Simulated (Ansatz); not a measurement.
The same path of ClH4NSi (7 atoms, charge 0, multiplicity 1) was run twice with different band settings. Lost on the way: Si1–H5. Made: N2–H5.

The calculation used Ansatz, RKS PBE/def2-SVP.

Relaxed end points:

```xyz
7
Properties=species:S:1:pos:R:3
Si 0.390 -0.017 0.109
N 0.840 -0.152 1.773
H 0.108 -0.309 2.473
H 1.552 0.482 2.146
H 1.649 0.005 -0.702
Cl -0.683 1.716 -0.417
H -0.498 -1.177 -0.219
```

```xyz
7
Properties=species:S:1:pos:R:3
Si -0.043 -0.407 -0.500
N 1.119 -0.067 1.203
H 1.167 -0.870 1.849
H 0.691 0.734 1.696
H 2.082 0.202 0.957
Cl -0.483 1.736 -0.539
H -1.175 -0.782 0.496
```

Common settings: movable images 5; climbing image yes; spring 5.0 eV/Å²; optimiser quadratic models (default); start path through a guess of the saddle point; iteration limit 60; end points relaxed.

| run | force threshold |
| --- | --- |
| 1 | 0.05 eV/Å |
| 2 | 0.5 eV/Å |

Q: What does each run give, and how far can it be trusted?

A: Run 1: converged after 17 iterations, highest image 2.670 eV above the first end. Neighbouring images differ by up to 1.3 eV, so the band resolves the path poorly. A vibrational analysis at the climbing image gives one clearly imaginary mode, 1342i cm⁻¹: a first-order saddle point.
Run 2: converged after 13 iterations, highest image 2.680 eV above the first end. The threshold of 0.5 eV/Å is loose, so the images may lie well off the minimum-energy path. Neighbouring images differ by up to 1.8 eV, so the band resolves the path poorly. The order of the point at the top wasn't checked.
The orbitals stay closed-shell, which can raise the energy where a bond breaks towards radicals; this wasn't checked here.
